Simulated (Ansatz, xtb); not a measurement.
Species: C3H5 (charge 0, doublet). It need not be the lowest isomer of its formula. 
Geometry from a B3LYP-D3(BJ)/def2-TZVP (Ansatz, an electronic-structure program) optimisation:
SMILES: C1C[CH]1
```xyz
8

C      0.0011     0.8829    -0.0327
C      0.7658    -0.3607     0.0513
C     -0.7666    -0.3587     0.0522
H      0.0017     1.6893    -0.7486
H      1.2944    -0.7185    -0.8271
H      1.2504    -0.6199     0.9873
H     -1.2508    -0.6168     0.9889
H     -1.2972    -0.7153    -0.8255
```
Charge 0, spin multiplicity 2.

Harmonic wavenumbers from GFN2-xTB (xtb, at its own minimum), cm⁻¹: 579, 777, 790, 935, 979, 1033, 1036, 1064, 1072, 1119, 1352, 1425, 1470, 2997, 3005, 3045, 3048, 3157.

**Question.** Give the harmonic wavenumbers at B3LYP-D3(BJ)/def2-TZVP (Ansatz, finite differences of forces, unscaled).

**Answer.** 557, 764, 783, 844, 930, 1025, 1067, 1084, 1097, 1160, 1262, 1458, 1483, 3089, 3089, 3150, 3163, 3222 cm⁻¹. Zero-point energy 41.8 kcal/mol.

**Question.** From these and the geometry, give the ideal-gas thermochemistry at 298.15 K and 1 atm (rigid rotor, harmonic oscillator).

**Answer.** Point group Cs, rotational symmetry number 1. Rotational constants 23.94, 20.81, 13.26 GHz. S(trans) 37.07, S(rot) 21.41, S(vib) 1.68, S(elec, spin only) 1.38, S 61.5 cal/(mol K). H(298) - H(0) 2.77 kcal/mol; G - E(el) 26.2 kcal/mol.
